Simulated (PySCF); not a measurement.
Electronic absorption of C4H6S

Species: C4H6S.
SMILES: `S=CC1CC1`

Method used: TDDFT PBE0/def2-SVPD, vertical, gas phase, core orbitals frozen in the response in PySCF 2.14.0, density-fitted response routines. One conformer (not necessarily the lowest) at the PBE0-D3(BJ)/def2-SVP geometry, without solvent, vibrations or thermal averaging. Torsions of this conformer, `[S:1]=[CH:2][CH:3]1[CH2:4][CH2:5]1`: S1–C2–C3–C4 -146°.

```tsv
state	E (eV)	λ (nm)	ν̃ (cm⁻¹)	f	symmetry	main configurations (H = HOMO, L = LUMO)
S1	2.57	483.0	20700	0.0000	–	H→L (100%)
S2	5.38	230.4	43400	0.383	A′	H-1→L (92%)
S3	5.96	208.0	48080	0.0002	–	H-2→L (98%)
S4	6.10	203.3	49190	0.076	A′	H→L+1 (80%), H→L+4 (9%), H→L+2 (8%)
S5	6.38	194.3	51470	0.026	A′	H→L+2 (91%)
S6	6.58	188.5	53060	0.092	A′	H→L+4 (75%), H→L+5 (19%)
S7	6.75	183.7	54440	0.0033	A″	H→L+3 (96%)
S8	6.92	179.2	55800	0.0005	–	H→L+5 (76%), H→L+4 (13%)
S9	7.31	169.5	58980	0.0016	–	H-5→L (94%)
S10	7.35	168.7	59270	0.0040	A′	H-3→L (84%), H-4→L (11%)
```

Triplets (Tamm–Dancoff): T1 2.07 eV, H→L (99%); T2 3.16 eV, H-1→L (93%); T3 5.44 eV, H-2→L (84%), H-5→L (12%); T4 5.86 eV, H→L+1 (71%), H→L+4 (13%), H→L+5 (8%).

The lowest singlet lies at 2.57 eV (483 nm, visible) and is dark (f under 0.0005); its leading configuration is HOMO→LUMO (100%). The strongest level in the table is S2 at 5.38 eV (230 nm, f = 0.383). S1 has the pattern of n→π* at C=S. The listed states span 4.78 eV, and the widest gap between neighbours is 2.81 eV (S1 to S2). Weighted by f, the mean energy of these states is 5.73 eV. The oscillator strengths of these states sum to 0.586; summed over the whole spectrum of an exact calculation they would give the number of electrons, 46 (Thomas–Reiche–Kuhn). S1 lies in the visible range (380 to 750 nm), at 483 nm, dark in the vertical dipole picture (f under 0.0005); light of that wavelength is green-blue, and its complementary colour is orange; a Tamm–Dancoff triplet lies at 598 nm, without intensity as long as spin–orbit coupling is left out. The vertical ionisation energy (ΔSCF) is 8.50 eV, 1.15 eV above S10. Symmetry labels in Cs follow from the direction of the transition dipole and are given only for states with f of 0.002 or more. Only the lowest 10 singlets were computed, as vertical energies without vibronic structure.

Time: 38 s. Hardware: Arm Neoverse V1, one thread (shared host).
